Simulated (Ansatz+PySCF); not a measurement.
The numbers below are computed, except where a source is named.
Several solutions for singlet CH2S

```yaml
atoms:
  - { symbol: C, position_ang: [0.0000, 0.0000, -1.1034] }
  - { symbol: S, position_ang: [0.0000, 0.0000, 0.6315] }
  - { symbol: H, position_ang: [0.0000, -1.0041, -1.7418] }
  - { symbol: H, position_ang: [0.0000, 1.0041, -1.7418] }
```

Basis set: def2-SVP (spherical functions). Charge 0, multiplicity 1.

UHF was run from several starts with Ansatz (development build ahead of 0.2.0) and PySCF 2.14.0.

```
run  program                                 start  converged  energy (hartree)  <S²>
  A    PySCF                      program defaults        yes        -436.34023  0.00
  B    PySCF    guess atom, instabilities followed        yes        -436.35226  0.56
  C    PySCF  guess huckel, instabilities followed        yes        -436.35226  0.56
  D   Ansatz           search for the lowest state        yes        -436.35226  0.56
  E    PySCF   guess minao, instabilities followed        yes        -436.35226  0.56
  F   Ansatz               stability test followed        yes        -436.35226  0.56
  G   Ansatz               atomic start, no search        yes        -436.34023  0.00
  H    PySCF      guess 1e, instabilities followed        yes        -436.35226  0.56
```

Q: Which runs reached the lowest solution of this kind, and what is wrong with the others?

A: B, C, D, E, F, H reached the lowest solution found. Converged but too high: A by 0.33 eV, G by 0.33 eV. Convergence only shows a stationary point, and even a stable one can lie too high; stability tests and further starts are what find lower ones. Caution: the unrestricted determinant is spin contaminated.
